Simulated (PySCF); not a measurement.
Gas-phase reaction: B2H6 = 2 B + 3 H2

Method: PySCF energies plus ideal-gas RRHO corrections (1 bar). † marks an energy on the PBE0/def2-TZVP geometry and frequencies; other levels use their own. MP2 freezes the core. 6-31G* has spherical d functions here. Open shells (unrestricted): B (multiplicity 2); the rest are closed-shell singlets. Spin-orbit splitting is ignored; it lowers the true energy and changes the entropy of B. MP2 isn't extrapolated to the basis-set limit.

ωB97X-V/def2-TZVP† gives ΔH°(298 K) = 1136 kJ.

What do MP2/def2-TZVPP†, HF/6-31G*, BLYP/def2-TZVP† give?

MP2/def2-TZVPP†: 1129 kJ; HF/6-31G*: 949 kJ; BLYP/def2-TZVP†: 1077 kJ. For scale, ΔH°(298 K) is 1136 kJ at this level, 1134 kJ at ωB97M-V/def2-TZVP†, and runs from 919 to 1652 kJ over the 20 levels computed.
